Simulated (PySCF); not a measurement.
**vinyl anion: proton affinities at several levels**

Structure: `[CH-]=C` ([C2H3]-). Optimised structure (Å), atoms numbered from 1:
```
C     0.8442   -0.5381    0.1779
C    -0.4033   -0.0094    0.0854
H     1.5443    0.1170   -0.4064
H    -0.6921    0.9167   -0.4736
H    -1.2749   -0.4800    0.5823
```

All levels share the PBE0-D3(BJ)/ma-def2-SVP structures and the PBE0-D3(BJ)/ma-def2-SVP thermal terms; only the single-point energies (PySCF) change. Values are proton affinities (298 K, kJ/mol).

```jsonl
{"level": "MP2/ma-def2-TZVP", "C1": "1703", "abs. error": "7.4", "time": "2.1 s"}
{"level": "CCSD(T)/ma-def2-TZVP", "C1": "1709", "abs. error": "1.5", "time": "26 s"}
{"level": "ωB97X-D3(BJ)/ma-def2-TZVP", "C1": "1718", "abs. error": "6.8", "time": "–"}
{"level": "HF/ma-def2-TZVP", "C1": "1732", "abs. error": "21.8", "time": "0.59 s"}
{"level": "ATcT 1.112", "C1": "1711", "abs. error": "", "time": ""}
```

Times are wall times for all single points of a level on 1 thread of Arm Neoverse V1, a shared host; the dash marks the run that also made the structures.

Hartree-Fock leaves out electron correlation, so its proton affinities can be off by tens of kJ/mol.

The spread: 29 kJ/mol, from 1703 to 1732.
